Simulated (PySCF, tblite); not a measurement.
# C₃H₂S: dynamics, then NMR shifts on frames

How do NMR shifts of C₃H₂S (`C#CC=S`) change as the atoms move?

Computed with tblite 0.8.0 and PySCF 2.14.0, with density-fitted response routines of our own, on a single molecule in the gas phase. Atoms count from 0, in the outputs and in this text.

## (1) The starting structure

6 atoms, charge 0, multiplicity 1; geometry from: GFN2-xTB.

Bonds of the start (Å): C0–C1 1.21, C1–C2 1.39, C2–S3 1.63, C0–H4 1.05, C2–H5 1.09.

## (2) Thermal motion with GFN2-xTB

Job settings and geometry (Å):

```
{"job": {"kind": "md", "xc": "GFN2-xTB", "basis": "xTB", "temperature": 300, "steps": 2000, "every": 50, "frames": 5}, "charge": 0, "multiplicity": 1}
C      1.542056    -0.199507    -0.060413
C      0.359889     0.031537    -0.006518
C     -1.016107     0.241430     0.049004
S     -2.110732    -0.956426    -0.088169
H      2.575011    -0.382396    -0.105471
H     -1.346995     1.267351     0.189992
```

With the program's defaults for keys left out, this is: GFN2-xTB Langevin dynamics, gas phase.

Launch:

```bash
$ OMP_NUM_THREADS=1 python probes_run.py task.json out
```

One launch serves the whole session: the jobs run in the order shown.

Standard output:

```text
t/fs     T/K      E/eV
    0.0   138.7   -287.74467
   25.0   128.1   -287.64456
   50.0   178.0   -287.61416
   75.0   211.3   -287.60039
  100.0   185.2   -287.64672
  125.0   296.8   -287.68181
  150.0   273.8   -287.63879
  175.0   145.3   -287.61093
  200.0   186.7   -287.56610
  225.0   259.5   -287.63333
  250.0   293.7   -287.63799
  275.0   207.1   -287.66050
  300.0   179.4   -287.66128
  325.0   300.4   -287.70580
  350.0   282.6   -287.64162
  375.0   361.5   -287.63094
  400.0   230.7   -287.62932
  425.0   281.6   -287.61874
  450.0   252.9   -287.62176
  475.0   233.4   -287.63361
  500.0   276.7   -287.60427
  525.0   368.0   -287.60997
  550.0   392.7   -287.64805
  575.0   419.7   -287.61637
  600.0   332.2   -287.58857
  625.0   410.5   -287.51783
  650.0   259.0   -287.47701
  675.0   448.9   -287.51001
  700.0   436.1   -287.55048
  725.0   412.1   -287.61468
  750.0   267.5   -287.44103
  775.0   395.2   -287.45330
  800.0   438.0   -287.48396
  825.0   231.6   -287.46861
  850.0   362.8   -287.58997
  875.0   332.0   -287.58449
  900.0   327.8   -287.55623
  925.0   313.6   -287.59801
  950.0   229.4   -287.57739
  975.0   329.4   -287.62213
 1000.0   251.5   -287.56941
```

It took 5 s on 1 thread of AMD EPYC 7R13, shared host; peak memory 0.19 GiB.

Distance from the start (root mean square after alignment): 0 fs 0.00 Å, 200 fs 0.07 Å, 400 fs 0.08 Å, 600 fs 0.07 Å, 800 fs 0.10 Å, 1000 fs 0.12 Å.

Positions (Å) and forces (eV/Å) at 1000 fs:

```xyz
6

C     1.064   -0.957   -1.272   -0.229   -0.190   -0.467
C     0.380   -1.167   -0.289    0.896    0.051   -1.052
C    -0.498   -1.510    0.733    0.952    1.061   -0.529
S    -1.808   -2.345    0.417   -1.716   -1.341   -0.359
H     1.532   -0.839   -2.245   -0.331    0.022    1.250
H    -0.397   -1.042    1.670    0.427    0.398    1.157
```

## (3) NMR shieldings: 250 fs, PBE0/pcSseg-1

Job settings and geometry (Å):

```
{"job": {"kind": "nmr", "xc": "PBE0", "basis": "pcSseg-1", "pop": false}, "charge": 0, "multiplicity": 1}
C      1.406100    -0.793800     0.109800
C      0.279900    -0.431100     0.194500
C     -1.054600    -0.127000     0.443400
S     -2.276700    -1.084200     0.071400
H      2.381800    -1.081900    -0.200700
H     -1.206700     0.803400     0.909500
```

With the program's defaults for keys left out, this is: GIAO PBE0/pcSseg-1 NMR shielding, non-relativistic, gas phase.

Standard output:

```text
coarse grid: 6128 points
cycle   1  E = -513.2369871093  dE =  6.407e-01  |g| = 3.007e-01  |ddm| = 2.610e+00
cycle   2  E = -513.2269912108  dE =  9.996e-03  |g| = 3.681e-01  |ddm| = 1.007e+00
cycle   3  E = -513.2590048175  dE = -3.201e-02  |g| = 1.096e-01  |ddm| = 6.007e-01
cycle   4  E = -513.2619999773  dE = -2.995e-03  |g| = 3.757e-02  |ddm| = 1.564e-01
cycle   5  E = -513.2623558790  dE = -3.559e-04  |g| = 1.228e-02  |ddm| = 4.644e-02
cycle   6  E = -513.2623845641  dE = -2.869e-05  |g| = 4.936e-03  |ddm| = 1.344e-02
cycle   7  E = -513.2623922433  dE = -7.679e-06  |g| = 1.229e-03  |ddm| = 6.309e-03
final grid: 56120 points
cycle   8  E = -513.2899300333  dE = -3.820e-06  |g| = 8.139e-03  |ddm| = 2.513e-02
cycle   9  E = -513.2898752020  dE =  5.483e-05  |g| = 1.546e-02  |ddm| = 2.649e-02
cycle  10  E = -513.2899489790  dE = -7.378e-05  |g| = 7.932e-04  |ddm| = 1.974e-02
cycle  11  E = -513.2899491532  dE = -1.742e-07  |g| = 2.625e-04  |ddm| = 1.624e-03
cycle  12  E = -513.2899491688  dE = -1.555e-08  |g| = 1.270e-04  |ddm| = 3.168e-04
cycle  13  E = -513.2899491725  dE = -3.702e-09  |g| = 3.956e-05  |ddm| = 1.055e-04
cycle  14  E = -513.2899491729  dE = -4.416e-10  |g| = 4.929e-06  |ddm| = 6.284e-05
converged SCF energy = -513.2899491729

GIAO shielding tensors (ppm)
atom      isotropic    diamagn.    paramagn.     s11        s22        s33       span
  0 C       81.585     261.466    -179.881     32.224     49.858    162.674    130.450
  1 C       94.435     259.660    -165.225     -5.337     -3.580    292.220    297.557
  2 C      -43.212     254.544    -297.756   -200.561    -89.847    160.772    361.334
  3 S     -840.445    1054.775   -1895.220  -2735.291   -581.123    795.080   3530.371
  4 H       27.011      31.910      -4.900     24.056     24.771     32.205      8.149
  5 H       21.594      29.318      -7.724     19.407     20.469     24.906      5.499
```

Wall time 4.4 s (1 thread of AMD EPYC 7R13, shared host); peak memory 0.37 GiB.

Shifts follow as δ = σ(reference) − σ, with reference shieldings (ppm) from runs at the same level and on the same kind of geometry: 1H TMS 31.72, 13C TMS 186.9, 33S CS2 504. The references are single molecules in the gas phase. Each atom is listed at this fixed geometry, with no averaging over motion; a spectrum would average atoms that exchange fast.

```csv
atoms,environment,σ (ppm),δ (ppm)
C2,thiocarbonyl carbon,-43.2,230.1
C0,terminal alkyne carbon,81.6,105.3
C1,alkyne carbon,94.4,92.5
H5,hydrogen on a thiocarbonyl carbon,21.59,10.12
H4,hydrogen on a terminal alkyne carbon,27.01,4.71
S3,thione sulfur,-840,1344
```

Orbitals, density, ELF and potential are computed afterwards from the orbital file.

Frontier orbitals at PBE0/pcSseg-1, with the share of their density that lies nearest to each atom:

```csv
orbital,energy (eV),lies on
HOMO,-6.87,S3 86 %
LUMO,-3.06,S3 41 %; C2 28 %; C0 17 %
```

ELF in a plane through or near 6 of the atoms.

Values, 10 rows by 14 columns:
```
0.00 0.00 0.00 0.00 0.00 0.00 0.00 0.00 0.00 0.00 0.00 0.00 0.00 0.00
0.00 0.00 0.00 0.00 0.00 0.00 0.00 0.00 0.00 0.00 0.00 0.00 0.00 0.00
0.00 0.00 0.00 0.00 0.05 0.15 0.05 0.01 0.55 0.90 0.03 0.00 0.00 0.00
0.00 0.00 0.00 0.06 0.38 0.62 0.49 0.06 0.97 1.00 0.18 0.00 0.00 0.00
0.00 0.00 0.20 0.81 0.73 0.78 0.64 0.73 0.70 0.91 0.04 0.07 0.01 0.00
0.00 0.00 0.91 1.00 0.97 0.43 0.31 0.85 0.22 0.81 0.80 0.87 0.48 0.00
0.00 0.00 0.40 0.94 0.73 0.71 0.70 0.13 0.55 0.28 0.46 0.94 0.61 0.00
0.00 0.00 0.00 0.01 0.08 0.28 0.07 0.09 0.91 0.87 0.82 0.67 0.19 0.01
0.00 0.00 0.00 0.00 0.00 0.00 0.00 0.14 0.84 0.88 0.49 0.10 0.01 0.00
0.00 0.00 0.00 0.00 0.00 0.00 0.00 0.00 0.17 0.28 0.05 0.00 0.00 0.00
```
The map spans 10.3 Å across and 7.5 Å up, centred on the molecule. Atoms in the plane (x, y in Å): C0 (-1.5, 0.0), C1 (-0.4, 0.1), C2 (1.0, 0.1), S3 (2.0, -1.1), H4 (-2.6, -0.2), H5 (1.4, 1.1).

On the surface of density 0.002 e/bohr³ the electrostatic potential runs, from the 1st to the 99th percentile, from -0.97 V near S3 to 1.83 V near H4.

## (4) Nuclear shieldings: 425 fs, PBE0/pcSseg-1

Job settings and geometry (Å):

```
{"job": {"kind": "nmr", "xc": "PBE0", "basis": "pcSseg-1", "pop": false}, "charge": 0, "multiplicity": 1}
C      1.401600    -0.280600    -0.371500
C      0.430300    -0.768700     0.167000
C     -0.753300    -1.148000     0.850200
S     -2.072700    -1.554500     0.060200
H      2.222100    -0.072900    -0.957500
H     -0.682000    -0.964600     1.903800
```

Level: GIAO PBE0/pcSseg-1 NMR shielding, non-relativistic, gas phase.

Standard output:

```text
coarse grid: 6128 points
cycle   1  E = -513.2368169431  dE =  5.832e-01  |g| = 2.912e-01  |ddm| = 2.561e+00
cycle   2  E = -513.2181167427  dE =  1.870e-02  |g| = 4.049e-01  |ddm| = 9.648e-01
cycle   3  E = -513.2579710772  dE = -3.985e-02  |g| = 1.079e-01  |ddm| = 5.687e-01
cycle   4  E = -513.2608204687  dE = -2.849e-03  |g| = 3.905e-02  |ddm| = 1.405e-01
cycle   5  E = -513.2611506673  dE = -3.302e-04  |g| = 1.545e-02  |ddm| = 3.810e-02
cycle   6  E = -513.2612051710  dE = -5.450e-05  |g| = 4.956e-03  |ddm| = 1.782e-02
cycle   7  E = -513.2612135200  dE = -8.349e-06  |g| = 1.119e-03  |ddm| = 6.993e-03
final grid: 56120 points
cycle   8  E = -513.2889787627  dE = -4.056e-06  |g| = 8.091e-03  |ddm| = 2.523e-02
cycle   9  E = -513.2889256709  dE =  5.309e-05  |g| = 1.529e-02  |ddm| = 2.581e-02
cycle  10  E = -513.2889973380  dE = -7.167e-05  |g| = 9.192e-04  |ddm| = 1.877e-02
cycle  11  E = -513.2889975655  dE = -2.275e-07  |g| = 2.683e-04  |ddm| = 1.631e-03
cycle  12  E = -513.2889975822  dE = -1.665e-08  |g| = 1.453e-04  |ddm| = 3.437e-04
cycle  13  E = -513.2889975872  dE = -5.025e-09  |g| = 3.900e-05  |ddm| = 1.153e-04
cycle  14  E = -513.2889975876  dE = -4.322e-10  |g| = 5.533e-06  |ddm| = 5.732e-05
converged SCF energy = -513.2889975876

GIAO shielding tensors (ppm)
atom      isotropic    diamagn.    paramagn.     s11        s22        s33       span
  0 C       85.312     259.009    -173.698     35.898     51.556    168.481    132.583
  1 C       90.505     263.641    -173.136    -11.575     -8.774    291.864    303.439
  2 C      -39.524     255.870    -295.395   -192.324    -80.256    154.007    346.331
  3 S     -797.102    1055.254   -1852.357  -2642.633   -551.738    803.063   3445.696
  4 H       27.913      32.817      -4.904     24.631     25.540     33.568      8.937
  5 H       21.189      28.493      -7.304     19.663     20.352     23.552      3.889
```

It took 2.7 s on 1 thread of AMD EPYC 7R13, shared host; peak memory 0.38 GiB.

This run: δ C2 226.4, C0 101.6, C1 96.4, S3 1301, H5 10.53, H4 3.80 ppm.

## (5) Shielding tensors: 625 fs, PBE0/pcSseg-1

Job settings and geometry (Å):

```
{"job": {"kind": "nmr", "xc": "PBE0", "basis": "pcSseg-1", "pop": false}, "charge": 0, "multiplicity": 1}
C      0.912800     0.018200    -0.832100
C      0.176900    -0.606500    -0.107200
C     -0.605700    -1.327800     0.750300
S     -2.032900    -1.934800     0.169300
H      1.308500     0.831800    -1.358100
H     -0.343400    -1.731500     1.730300
```

Method: GIAO PBE0/pcSseg-1 NMR shielding, non-relativistic, gas phase.

Standard output:

```text
coarse grid: 6128 points
cycle   1  E = -513.2259756779  dE =  5.679e-01  |g| = 3.116e-01  |ddm| = 2.608e+00
cycle   2  E = -513.1844944944  dE =  4.148e-02  |g| = 5.021e-01  |ddm| = 1.188e+00
cycle   3  E = -513.2518787861  dE = -6.738e-02  |g| = 1.118e-01  |ddm| = 7.689e-01
cycle   4  E = -513.2551578706  dE = -3.279e-03  |g| = 3.701e-02  |ddm| = 1.645e-01
cycle   5  E = -513.2555915927  dE = -4.337e-04  |g| = 6.967e-03  |ddm| = 5.354e-02
cycle   6  E = -513.2556042513  dE = -1.266e-05  |g| = 1.343e-03  |ddm| = 9.672e-03
cycle   7  E = -513.2556045512  dE = -3.000e-07  |g| = 5.136e-04  |ddm| = 1.670e-03
final grid: 56120 points
cycle   8  E = -513.2830636705  dE =  9.505e-07  |g| = 8.397e-03  |ddm| = 3.001e-02
cycle   9  E = -513.2829813322  dE =  8.234e-05  |g| = 1.800e-02  |ddm| = 2.861e-02
cycle  10  E = -513.2830847115  dE = -1.034e-04  |g| = 7.104e-04  |ddm| = 2.196e-02
cycle  11  E = -513.2830848637  dE = -1.522e-07  |g| = 2.454e-04  |ddm| = 1.381e-03
cycle  12  E = -513.2830848748  dE = -1.113e-08  |g| = 1.237e-04  |ddm| = 2.702e-04
cycle  13  E = -513.2830848781  dE = -3.337e-09  |g| = 4.320e-05  |ddm| = 1.376e-04
cycle  14  E = -513.2830848788  dE = -6.124e-10  |g| = 7.797e-06  |ddm| = 5.391e-05
converged SCF energy = -513.2830848788

GIAO shielding tensors (ppm)
atom      isotropic    diamagn.    paramagn.     s11        s22        s33       span
  0 C       70.619     265.002    -194.382      1.096     50.517    160.245    159.149
  1 C       95.486     258.077    -162.592     -7.414     -3.168    297.038    304.452
  2 C      -74.226     252.109    -326.335   -258.857   -125.107    161.286    420.144
  3 S    -1218.502    1054.420   -2272.923  -3467.479   -894.827    706.798   4174.277
  4 H       26.301      32.576      -6.274     21.592     25.149     32.164     10.572
  5 H       19.477      27.305      -7.828     13.657     18.510     26.263     12.606
```

It took 2.7 s on 1 thread of AMD EPYC 7R13, shared host; peak memory 0.38 GiB.

In short: δ C2 261.2, C0 116.3, C1 91.4, S3 1722, H5 12.24, H4 5.42 ppm.

## (6) Nuclear shieldings: 800 fs, PBE0/pcSseg-1

Job settings and geometry (Å):

```
{"job": {"kind": "nmr", "xc": "PBE0", "basis": "pcSseg-1", "pop": false}, "charge": 0, "multiplicity": 1}
C      1.099100    -0.335900    -1.300200
C      0.085800    -0.584300    -0.640600
C     -0.923100    -0.980600     0.309400
S     -1.615800    -2.458300     0.341400
H      1.948400    -0.279200    -1.946800
H     -1.070300    -0.100100     1.034600
```

Level: GIAO PBE0/pcSseg-1 NMR shielding, non-relativistic, gas phase.

Standard output:

```text
coarse grid: 6128 points
cycle   1  E = -513.2298201619  dE =  4.239e-01  |g| = 3.153e-01  |ddm| = 2.506e+00
cycle   2  E = -513.1778479002  dE =  5.197e-02  |g| = 5.459e-01  |ddm| = 1.081e+00
cycle   3  E = -513.2572965142  dE = -7.945e-02  |g| = 1.011e-01  |ddm| = 6.971e-01
cycle   4  E = -513.2597361884  dE = -2.440e-03  |g| = 4.276e-02  |ddm| = 1.458e-01
cycle   5  E = -513.2601289578  dE = -3.928e-04  |g| = 1.875e-02  |ddm| = 4.402e-02
cycle   6  E = -513.2602115610  dE = -8.260e-05  |g| = 5.689e-03  |ddm| = 1.938e-02
cycle   7  E = -513.2602223697  dE = -1.081e-05  |g| = 1.218e-03  |ddm| = 7.405e-03
cycle   8  E = -513.2602227329  dE = -3.633e-07  |g| = 1.908e-04  |ddm| = 1.440e-03
final grid: 56120 points
cycle   9  E = -513.2877236248  dE = -2.454e-07  |g| = 7.709e-03  |ddm| = 2.411e-02
cycle  10  E = -513.2876637678  dE =  5.986e-05  |g| = 1.584e-02  |ddm| = 2.545e-02
cycle  11  E = -513.2877408974  dE = -7.713e-05  |g| = 8.943e-04  |ddm| = 1.879e-02
cycle  12  E = -513.2877410630  dE = -1.656e-07  |g| = 4.412e-04  |ddm| = 1.259e-03
cycle  13  E = -513.2877411177  dE = -5.468e-08  |g| = 1.173e-04  |ddm| = 3.973e-04
cycle  14  E = -513.2877411207  dE = -3.031e-09  |g| = 3.030e-05  |ddm| = 1.260e-04
cycle  15  E = -513.2877411210  dE = -2.981e-10  |g| = 6.378e-06  |ddm| = 5.254e-05
converged SCF energy = -513.2877411210

GIAO shielding tensors (ppm)
atom      isotropic    diamagn.    paramagn.     s11        s22        s33       span
  0 C       73.183     257.124    -183.941     21.265     48.940    149.345    128.081
  1 C       86.641     262.762    -176.121    -19.073    -14.531    293.527    312.600
  2 C      -44.747     253.665    -298.411   -203.018    -73.544    142.323    345.340
  3 S     -786.215    1053.832   -1840.047  -2548.538   -554.828    744.721   3293.259
  4 H       26.117      30.978      -4.861     23.145     24.350     30.854      7.709
  5 H       20.213      27.076      -6.863     18.856     19.406     22.377      3.522
```

It took 2.6 s on 1 thread of AMD EPYC 7R13, shared host; peak memory 0.39 GiB.

In short: δ C2 231.7, C0 113.7, C1 100.3, S3 1290, H5 11.50, H4 5.60 ppm.

## (7) Nuclear shieldings: 1000 fs, PBE0/pcSseg-1

Job settings and geometry (Å):

```
{"job": {"kind": "nmr", "xc": "PBE0", "basis": "pcSseg-1", "pop": false}, "charge": 0, "multiplicity": 1}
C      1.063700    -0.956700    -1.271700
C      0.379900    -1.167300    -0.289200
C     -0.497900    -1.510500     0.732700
S     -1.808300    -2.344500     0.416700
H      1.532200    -0.838600    -2.245400
H     -0.397300    -1.042500     1.670300
```

With the program's defaults for keys left out, this is: GIAO PBE0/pcSseg-1 NMR shielding, non-relativistic, gas phase.

Standard output:

```text
coarse grid: 6128 points
cycle   1  E = -513.2368195626  dE =  6.090e-01  |g| = 2.788e-01  |ddm| = 2.671e+00
cycle   2  E = -513.2262701630  dE =  1.055e-02  |g| = 3.518e-01  |ddm| = 9.981e-01
cycle   3  E = -513.2571311296  dE = -3.086e-02  |g| = 9.877e-02  |ddm| = 5.985e-01
cycle   4  E = -513.2596566122  dE = -2.525e-03  |g| = 3.140e-02  |ddm| = 1.448e-01
cycle   5  E = -513.2599377237  dE = -2.811e-04  |g| = 1.003e-02  |ddm| = 4.777e-02
cycle   6  E = -513.2599548932  dE = -1.717e-05  |g| = 4.826e-03  |ddm| = 9.879e-03
cycle   7  E = -513.2599612154  dE = -6.322e-06  |g| = 1.443e-03  |ddm| = 4.978e-03
final grid: 56120 points
cycle   8  E = -513.2874976702  dE = -1.545e-06  |g| = 8.225e-03  |ddm| = 2.922e-02
cycle   9  E = -513.2874394524  dE =  5.822e-05  |g| = 1.578e-02  |ddm| = 2.662e-02
cycle  10  E = -513.2875172803  dE = -7.783e-05  |g| = 9.201e-04  |ddm| = 2.003e-02
cycle  11  E = -513.2875174759  dE = -1.956e-07  |g| = 3.885e-04  |ddm| = 1.163e-03
cycle  12  E = -513.2875175113  dE = -3.538e-08  |g| = 1.413e-04  |ddm| = 5.236e-04
cycle  13  E = -513.2875175162  dE = -4.919e-09  |g| = 2.955e-05  |ddm| = 1.551e-04
cycle  14  E = -513.2875175165  dE = -2.926e-10  |g| = 4.885e-06  |ddm| = 5.344e-05
converged SCF energy = -513.2875175165

GIAO shielding tensors (ppm)
atom      isotropic    diamagn.    paramagn.     s11        s22        s33       span
  0 C       71.922     258.218    -186.296     -3.465     49.149    170.083    173.548
  1 C       93.476     258.904    -165.429    -10.845     -6.394    297.666    308.511
  2 C      -41.815     254.647    -296.461   -199.671    -85.837    160.063    359.734
  3 S     -891.639    1054.339   -1945.978  -2811.309   -635.774    772.167   3583.476
  4 H       25.591      31.219      -5.628     21.236     23.908     31.630     10.393
  5 H       21.673      29.545      -7.872     18.940     20.466     25.614      6.675
```

Wall time 2.5 s (1 thread of AMD EPYC 7R13, shared host); peak memory 0.39 GiB.

Key values: δ C2 228.7, C0 115.0, C1 93.4, S3 1395, H5 10.04, H4 6.13 ppm.

## (8) Comparing the runs: NMR shifts

Shifts (ppm), with basis size and wall time:

```
  frame     C2     C0     C1     H5    H4    S3  functions   time
 250 fs  230.1  105.3   92.5  10.12  4.71  1344         85  4.4 s
 425 fs  226.4  101.6   96.4  10.53  3.80  1301         85  2.7 s
 625 fs  261.2  116.3   91.4  12.24  5.42  1722         85  2.7 s
 800 fs  231.7  113.7  100.3  11.50  5.60  1290         85  2.6 s
1000 fs  228.7  115.0   93.4  10.04  6.13  1395         85  2.5 s
```

## (9) Outcome

| quantity | value |
| --- | --- |
| thermostat | 300 K |
| mean temperature, second half | 345 K |
| mean potential energy above the minimum | 0.19 eV |
| 13C shifts against TMS (PBE0/pcSseg-1, 250 fs) | 230.1, 105.3, 92.5 ppm |
| 1H shifts against TMS (PBE0/pcSseg-1, 250 fs) | 10.12, 4.71 ppm |
| 33S shifts against CS2 (PBE0/pcSseg-1, 250 fs) | 1344 ppm |
| surface potential, 1st and 99th percentile | -0.97 V and 1.83 V |
| range of the shift of S3 | 1290 to 1722 ppm |

In words: In the second half the potential energy averages 0.19 eV above the minimum; equipartition over 12 harmonic modes at 300 K would give 0.16 eV. With 6 atoms the temperature swings widely (128 to 449 K). Shifts at one fixed geometry are not the observed spectrum, which averages over the motion. In the first frame run (250 fs): Shielding is most anisotropic at S3 (span 3530 ppm, paramagnetic term -1895 ppm). At PBE0/pcSseg-1, counted by nearest atom on the grid, the HOMO lies on S3 86 %, the LUMO on S3 41 %; C2 28 %. In ppm, S3 moves most: its shift spreads over 432 ppm, from 1290 (800 fs) to 1722 (625 fs).
